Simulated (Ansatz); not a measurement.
Saddle point of SiH2S, singlet (SiH₂S ([SiH][SH]) → SiH₂S ([SiH2][S]); bonds formed: H1–Si3; bonds broken: H1–S2), PBE0-D4/def2-TZVP structure:

```
atom    x (Å)    y (Å)    z (Å)
  H1  -1.2417  -0.3791   0.0434
  S2  -0.4538   0.5745  -1.3074
 Si3   0.1278   0.1343   0.5997
  H4   1.5676  -0.3298   0.6643
```

Energies are electronic, without zero-point energy. Barriers and step energies count from the start structure reached by relaxing down the imaginary mode; all methods use the PBE0-D4 structures, on which another method's saddle can fall below an end. Computed with Ansatz 0.2.0 (basis: def2-TZVPP, with def2-QZVPP for the basis limit); correlated methods freeze the cores. B3LYP uses VWN-RPA correlation. Extrapolation: Hartree–Fock as exp(−7.88 √X), correlation as X^−2.97.

| method | barrier (kJ/mol) | step energy (kJ/mol) |
| --- | --- | --- |
| SPW92 | 152.4 | -37.5 |
| PBE-D4 | 160.3 | -39.9 |
| BLYP-D4 | ? | -40.8 |
| r2SCAN-D4 | 167.8 | -53.7 |
| B97M-V | 176.0 | -46.4 |
| PBE0-D4 | 181.6 | -43.2 |
| B3LYP-D4 | ? | -43.6 |
| r2SCAN0-D4 | 185.5 | -52.2 |
| BHLYP-D4 | 210.9 | -46.6 |
| CAM-B3LYP-D4 | 198.6 | -44.6 |
| wB97X-V | 203.3 | -46.8 |
| wB97M-V | 200.3 | -37.9 |
| B2PLYP | ? | -49.9 |
| PBE-QIDH | 190.5 | -51.7 |
| RPA on PBE | 181.2 | -39.5 |
| HF | 254.6 | -50.0 |
| MP2 | 181.0 | -59.1 |
| CCSD | 199.6 | -43.2 |
| CCSD(T) | 183.5 | -45.5 |

Q: Fill in the withheld barriers. (Judge from chemistry; the value comes from the calculation.)

A: By the calculation: B2PLYP 183.5; BLYP-D4 167.8; B3LYP-D4 184.5 kJ/mol. Each is the energy of the saddle less that of the start structure, by the same method.

For comparison, the barrier by CCSD(T) at an estimated basis limit (MP2 extrapolated from triple and quadruple zeta, plus CCSD(T) − MP2 in triple zeta) is 178.7 kJ/mol.

T1 diagnostic: at most 0.026. The T1 diagnostic is large here, which may signal multireference character or strong orbital relaxation, so CCSD(T) is less sure. The restricted Hartree–Fock reference is unstable towards an unrestricted one at one or more of these structures.

Labels in which every atom is bracketed show which atoms are joined, not bond orders.

For scale, one of the runs: CCSD(T)/def2-TZVPP, 112 basis functions (an equivalent command: `ansatz run in.yaml --threads 2`). Hardware: 2 CPU threads, shared host. Wall time about 3.3 s.
